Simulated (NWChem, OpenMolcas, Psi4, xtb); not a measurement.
**A ladder of methods for C2H4Si (ethynylsilane)**

C2H4Si has 7 atoms, charge 0, and is taken as a singlet. As SMILES, `C#C[SiH3]`. The shape is that of a PBE0-D4/def2-TZVP optimisation.

```tsv
atom	x (Å)	y (Å)	z (Å)
C	-0.5807	-1.8714	0.1722
C	-0.2185	-0.7265	0.0624
Si	0.3298	1.0043	-0.1038
H	-0.9010	-2.8835	0.2693
H	-0.0945	1.5283	-1.4250
H	-0.2817	1.8181	0.9749
H	1.8079	1.0629	0.0044
```

Quantity: the electronic atomisation energy, in eV. The values are calculated. Electronic energies at fixed atoms, without zero-point motion or spin-orbit coupling.

```tsv
level	kind	program	value (eV)	CPU time (all runs)
GFN0-xTB	semi-empirical	xtb	29.61	under 2 s
SVWN5/6-311+G**	LDA	NWChem	29.96	34 s
BLYP/6-311+G**	GGA	NWChem	26.41	35 s
r2SCAN/6-311+G**	meta-GGA	OpenMolcas	26.66	69 s
M06-2X/6-311+G**	hybrid meta-GGA	NWChem	26.66	40 s
wB97M-V/6-311+G**	range-separated hybrid	Psi4	26.69	4.2 min
wB97X/6-311+G**	range-separated hybrid	NWChem	26.64	62 s
B2PLYP/6-311+G**	double hybrid	NWChem	26.35	15 s
MP2/6-311+G**	perturbation theory	NWChem	25.78	66 s
CCSD/6-311+G**	coupled cluster or CI	NWChem	25.10	3.9 min
```

The values span 25.10 to 29.96 eV. The xTB rows lack spin polarisation, so open shells miss the exchange term that lowers them. CPU times are rough (shared hosts, several kinds of processor): they show what a rung costs within a factor of a few.
